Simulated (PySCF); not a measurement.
# One shape, several levels: doublet C2H4ClF+

Aim: a comparison of 6 runs (UHF/STO-3G, UHF/3-21G, UB3LYP/6-31G*, U-wB97M-V/6-311+G**, UB2PLYP/6-311+G**, USCS-MP2/6-311+G**) of doublet C2H4ClF+. 

The results are computed with PySCF 2.14.0.

1 further run of the same task is left out (set aside as unsound or not needed).

## Step 1: The structure to begin with

C2H4ClF+: 8 atoms, total charge +1, spin state doublet. SMILES of the parent species: `FCCCl`. The shape is that of a PBE0-D4/def2-TZVP optimisation. This is one conformer, not always the lowest. That shape belongs to the parent species and isn't relaxed for this state.

Bond lengths: F1–C2 1.375 Å, C2–C3 1.501 Å, C3–Cl4 1.778 Å, C2–H5 1.093 Å, C2–H6 1.096 Å, C3–H7 1.090 Å, C3–H8 1.091 Å. Some angles: F1–C2–C3 110.9°, C2–C3–Cl4 112.2°, F1–C2–H5 108.3°, F1–C2–H6 108.0°, C3–C2–H5 111.2°, C3–C2–H6 109.0°, C2–C3–H7 110.7°, C2–C3–H8 109.7°, Cl4–C3–H7 107.4°, Cl4–C3–H8 107.5°.

## Step 2: The energy at UHF/STO-3G (run 1)

Contents of run.py:

```python
from pyscf import gto

system = gto.Mole()
system.atom = '''
F   -1.336980   0.498150   1.030500
C   -0.143560   0.671020   0.368890
C    0.300450  -0.609920  -0.275720
Cl  -0.759330  -1.087620  -1.620890
H   -0.273910   1.462220  -0.374180
H    0.609620   0.981160   1.102570
H    0.296790  -1.425630   0.446820
H    1.306920  -0.489380  -0.677980
'''
system.charge = 1
system.basis = 'sto-3g'
system.spin = 1
system.verbose = 3
system.max_memory = 1860
system.build()

hf = system.UHF()
hf.conv_tol = 1e-10
hf.kernel()
if not hf.converged:
    hf = hf.newton().run(hf.mo_coeff, hf.mo_occ)

etot = hf.e_tot
print('E = %.10f Eh' % etot)
```

Command:

```
$ OMP_NUM_THREADS=1 python run.py
```

Output:

```text
converged SCF energy = -629.378855233159  <S^2> = 0.75711177  2S+1 = 2.0070992
E = -629.3788552332 Eh
```

Run time: 0.81 s. Hardware: 1 thread of Arm Neoverse V2, shared host; peak memory 0.12 GiB.

## Step 3: The energy at UHF/3-21G (run 2)

Contents of calc.py:

```python
from pyscf import gto

mol = gto.Mole()
mol.atom = [
    ('F', (-1.336980, 0.498150, 1.030500)),
    ('C', (-0.143560, 0.671020, 0.368890)),
    ('C', (0.300450, -0.609920, -0.275720)),
    ('Cl', (-0.759330, -1.087620, -1.620890)),
    ('H', (-0.273910, 1.462220, -0.374180)),
    ('H', (0.609620, 0.981160, 1.102570)),
    ('H', (0.296790, -1.425630, 0.446820)),
    ('H', (1.306920, -0.489380, -0.677980)),
]
mol.basis = '3-21g'
mol.spin = 1
mol.verbose = 3
mol.charge = 1
mol.max_memory = 1860
mol.build()

myscf = mol.UHF()
myscf.conv_tol = 1e-10
myscf.kernel()
if not myscf.converged:
    myscf = myscf.newton().run(myscf.mo_coeff, myscf.mo_occ)

etot = myscf.e_tot
print('Final energy', etot)
```

Command:

```
$ OMP_NUM_THREADS=1 python calc.py
```

Output:

```text
converged SCF energy = -633.42485158401  <S^2> = 0.75391506  2S+1 = 2.0039112
Final energy -633.4248515840095
```

Run time: 1 s. Hardware: 1 thread of Arm Neoverse V2, shared host; peak memory 0.12 GiB.

Runs 3 to 5 aren't shown in full; the table further down has their settings and results.

## Step 4: The energy at USCS-MP2/6-311+G(d,p) (run 6)

Contents of calc.py:

```python
from pyscf import gto, scf, mp

molecule = gto.Mole()
molecule.atom = '''
F   -1.336980   0.498150   1.030500
C   -0.143560   0.671020   0.368890
C    0.300450  -0.609920  -0.275720
Cl  -0.759330  -1.087620  -1.620890
H   -0.273910   1.462220  -0.374180
H    0.609620   0.981160   1.102570
H    0.296790  -1.425630   0.446820
H    1.306920  -0.489380  -0.677980
'''
molecule.charge = 1
molecule.basis = '6-311+g**'
molecule.spin = 1
molecule.verbose = 4
molecule.max_memory = 1860
molecule.build()

mf = scf.UHF(molecule)
mf.conv_tol = 1e-10
mf.kernel()
if not mf.converged:
    mf = mf.newton().run(mf.mo_coeff, mf.mo_occ)

pt = mp.MP2(mf, frozen=8).run()
e_final = mf.e_tot + 1.2 * pt.e_corr_os + pt.e_corr_ss / 3
print('E(%s) = %.9f' % ('SCS-MP2', e_final))
```

Command:

```
$ OMP_NUM_THREADS=1 python calc.py
```

Output:

```text
PySCF version 2.14.0

[... 180 lines left out ...]
converged SCF energy = -636.672283497209  <S^2> = 0.75852201  2S+1 = 2.0085039
[... 1 line left out ...]
******** <class 'pyscf.mp.ump2.UMP2'> ********
nocc = (np.int64(13), np.int64(12)), nmo = (112, 112)
frozen orbitals 8
E(UMP2) = -637.286437862188  E_corr = -0.614154364978133
E(SCS-UMP2) = -637.276995217992  E_corr = -0.604711720782731
E_corr(same-spin) = -0.152623289066571
E_corr(oppo-spin) = -0.461531075911561
E(SCS-MP2) = -637.276995218
```

Wall time 13 s (1 thread of Arm Neoverse V2, shared host); peak memory 0.41 GiB.

## Step 5: Overview of the runs

```tsv
run	level	integration grid	nlc grid	energy (Eh)	HOMO energy (eV)	LUMO energy (eV)	⟨S²⟩	wall time
1	UHF/STO-3G	–	–	-629.378855	-15.64	-9.41	0.757	0.81 s
2	UHF/3-21G	–	–	-633.424852	-19.49	-9.30	0.754	1 s
3	UB3LYP/6-31G* (spherical functions)	5	–	-638.237541	-15.61	-13.72	0.752	52 s
4	U-wB97M-V/6-311+G**	5	1	-638.211446	-18.14	-11.73	0.752	10 min
5	UB2PLYP/6-311+G**	5	–	-638.006394	-17.17	-12.24	0.755	3.5 min
6	USCS-MP2/6-311+G**	–	–	-637.276995	-19.76	-8.96	0.759	13 s
```

## Step 6: What came out

```
                                                         quantity          value
                                              run 6: total energy  -637.27700 Eh
run 6: HOMO energy (Hartree–Fock orbitals) (highest over α and β)      -19.76 eV
 run 6: LUMO energy (Hartree–Fock orbitals) (lowest over α and β)       -8.96 eV
               run 6: correlation energy (8 core orbitals frozen)     -604.7 mEh
                         run 6: ⟨S²⟩ of the reference determinant          0.759
```

What this shows: Totals of different functionals can't be ranked against each other. In run 1 the basis is minimal, so the values are rough. All runs together took 15 min, the longest 10 min.
